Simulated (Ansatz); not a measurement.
## Al–AlH–Cl, triplet: reading a ladder of total energies

Geometry: a PBE0/def2-TZVP stationary point for this spin, not checked as a minimum. The singlet lies 0.4 eV lower here.

```xyz
4

Al    0.0000   -0.3948    2.2333
Al    0.0000    0.8333    0.0097
Cl    0.0000   -0.4023   -1.7036
H     0.0000    2.4107   -0.1201
```

Basis cc-pVDZ; Ansatz 0.2.0. Only valence electrons are correlated (noble-gas cores frozen), which leaves 14 electrons in 44 orbitals. R marks a restricted (for open shells ROHF) determinant, U an unrestricted one.

Full CI isn't at hand for all of this; UCCSDT(Q) serves as the reference, and is uncertain by about the last step of the cluster series.

Runs differ by some tens of microhartree through their thresholds and, for an open shell, their frozen cores, so steps under 0.03 kcal/mol mean nothing.

| level | total energy (hartree) |
| --- | --- |
| UHF | -943.942178 |
| UMP2 | -944.164274 |
| UCCSD | -944.200972 |
| UCCSD(T) | -944.207788 |
| UCCSDT | -944.209197 |
| UCCSDT(Q) | -944.209776 |

Q: What is the correlation energy at UCCSDT(Q), and what share of it do UMP2 and UCCSDT recover?

A: E(corr) = -944.209776 − (-943.942178) = -0.267598 hartree = -7.282 eV. UMP2: -0.222096 / -0.267598 = 83.00 %. UCCSDT: -0.267019 / -0.267598 = 99.78 %.

Q: By how many kcal/mol does UCCSD(T) miss UCCSDT(Q) (1 hartree = 627.509 kcal/mol), and which steps make up the rest?

A: -944.207788 − (-944.209776) = 0.001988 hartree = 1.25 kcal/mol. Steps: UCCSDT − UCCSD(T) = -0.88, UCCSDT(Q) − UCCSDT = -0.36 kcal/mol. Differences between like states or geometries often cancel part of this.
